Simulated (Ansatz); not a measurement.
## Basis or method: atomization of H₃C–Ga

H3C–Ga, singlet; coordinates (Å): C -1.660 -0.017 0.000; Ga 0.375 0.004 0.000; H -2.069 1.000 0.001; H -2.053 -0.534 0.883; H -2.053 -0.531 -0.886. Quantity: atomization.

Ansatz 0.2.0, basis cc-pVDZ or cc-pVTZ; geometries are PBE0/def2-TZVP minima. Wave-function levels freeze the cores with the filled d shells of p-block atoms; HF, MP2 and coupled cluster are restricted for singlets and unrestricted otherwise, atoms included (their steps beyond CCSDT(Q) come from restricted open-shell runs), restricted open-shell where a d shell is frozen, Kohn–Sham unrestricted where that lies lower. The reference is CCSDT(Q) or CCSDTQ (coupled cluster only where its series has nearly closed). Semilocal and hybrid functionals correlate all electrons outside any core potential and usually lie nearer their basis limit than the reference, so part of their error here is the reference's basis and frozen-core error; RPA and the MP2 part of double hybrids freeze the same cores as the reference. None of these values is a measured one. Energies are electronic, without zero-point terms. No spin–orbit coupling and no scalar relativity. The species are chosen: bound, without strong static correlation by their natural occupations or amplitudes, in their lowest spin state as far as vertical gaps and like structures tell, and with a ladder that closes on the reference, so errors are smaller than for species at large; levels whose determinant breaks symmetry or spin markedly are left out.

```
    level  cc-pVDZ (kJ/mol)   cc-pVTZ (kJ/mol)
reference   1447.8 (CCSDTQ)  1526.1 (CCSDT(Q))
     CCSD            1435.4             1509.1
  CCSD(T)            1446.8             1525.7
    CCSDT            1446.9             1525.1
      PBE            1545.7             1571.5
   r2SCAN            1533.7             1560.0
    B3LYP            1522.0             1551.7
  RPA-PBE            1394.6             1459.4
```

From cc-pVDZ to cc-pVTZ the reference moves by 78.3 kJ/mol and PBE by 25.8; the step from CCSD(T) to the reference is 1.0 in the first and 0.4 in the last.
